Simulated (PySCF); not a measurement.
## SiH⁺ at r²SCAN

Level: r²SCAN. PySCF, no relativity, basis sets Si 6-311G(d,p), H 6-311G(d,p).

* state: ¹Σ⁺ (singlet), closed shell
* bond length: 1.519 Å
* harmonic wavenumber: 2129 cm⁻¹
* force constant: 2.60 mdyn/Å
* rotational constant Be: 7.506 cm⁻¹
* anharmonicity ωexe: 30.2 cm⁻¹
* vibration–rotation constant αe: 0.188 cm⁻¹
* well depth De to Si⁺ + H: 3.22 eV
* dissociation energy D0: 3.09 eV
* HOMO–LUMO gap: 3.15 eV
* bond order (Mayer): 0.93
* dipole moment (positive dipole points towards H; it is taken about the centre of mass and depends on that origin): 0.53 D

For an ion De counts to the pair picked by the measured ionisation energies or electron affinities, which need not be the lowest pair at this level.
